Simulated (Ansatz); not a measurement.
Harmonic frequencies (cm⁻¹) at PBE0-D4/def2-TZVP from Ansatz: 1054, 3153, 3390.

(1) Which molecule is it?
A. `B#N` (triplet)
B. `[CH2]` (triplet)
C. `OF`
D. `O=C=[S+]`•

Results:

(1) B.
